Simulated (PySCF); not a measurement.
# Radiative rates from a computed spectrum

Compound: C₅H₇Cl.
Bonds: C1–C2 (double), C2–C3, C3–C4 (double), C3–C5, C5–Cl6. Hydrogens: H7, H8 on C1; H9 on C2; H10, H11 on C4; H12, H13 on C5.

Method: TDDFT wB97X-D/def2-SVPD, vertical, gas phase, core orbitals frozen in the response (PySCF 2.14.0, density-fitted response routines). One conformer (not necessarily the lowest) at the GFN2-xTB geometry, without solvent, vibrations or thermal averaging. Torsions of this conformer, `[CH2:1]=[CH:2][C:3](=[CH2:4])[CH2:5][Cl:6]`: C1–C2–C3–C4 -177°, C2–C3–C5–Cl6 -73°.

For one non-degenerate pair of states in vacuum, A = 0.6670 f ν̃² s⁻¹ with ν̃ in cm⁻¹, τ = 1/A, |μ|² = 3f / (2ΔE) in atomic units, and the integrated cross-section is ∫σ dE = 109.76 f Mb·eV.

These lifetimes count emission to the ground state at the vertical energy alone; relaxation of the geometry and all other decay channels are left out.

Energies and rates of the computed singlets with f of 0.002 or more:

| state | ν̃ (cm⁻¹) | A (s⁻¹) |
| --- | --- | --- |
| S1 | 46790 | 7.17×10⁸ |
| S2 | 52070 | 5.43×10⁷ |
| S3 | 53480 | 9.77×10⁷ |
| S4 | 54710 | 3.87×10⁷ |
| S5 | 58030 | 1.21×10⁷ |
| S6 | 59460 | 2.00×10⁷ |
| S7 | 60900 | 7.62×10⁷ |
| S8 | 61770 | 4.29×10⁷ |

**Question.** Which f and |μ| stand behind these rates?

**Answer.** f = A / (0.6670 ν̃²), and |μ| follows from f:

| state | f | \|μ\| (D) | τ | main configurations (H = HOMO, L = LUMO) |
| --- | --- | --- | --- | --- |
| S1 | 0.491 | 4.73 | 1.4 ns | H→L (95%) |
| S2 | 0.030 | 1.11 | 18 ns | H-1→L (79%) |
| S3 | 0.051 | 1.43 | 10 ns | H-2→L (53%), H→L+1 (28%), H-2→L+1 (11%) |
| S4 | 0.019 | 0.87 | 26 ns | H→L+1 (64%), H-2→L (24%) |
| S5 | 0.0054 | 0.44 | 82 ns | H→L+2 (84%) |
| S6 | 0.0085 | 0.55 | 50 ns | H-1→L+1 (58%), H-4→L (27%) |
| S7 | 0.031 | 1.04 | 13 ns | H-3→L (48%), H-2→L+1 (16%) |
| S8 | 0.017 | 0.76 | 23 ns | H-2→L+1 (58%), H-3→L (12%), H-2→L (11%) |

**Question.** What is the integrated cross-section of all computed states together?

**Answer.** Σf = 0.653 over S1 to S8, so 109.76 × Σf ≈ 71.7 Mb·eV.

**Question.** By what factor does the largest A in the list exceed the smallest?

**Answer.** S1 has 59 times the rate of S5.

**Question.** How much energy does a mole of photons resonant with S1 carry?

**Answer.** 5.801 eV × 96.485 = 560 kJ/mol (134 kcal/mol).
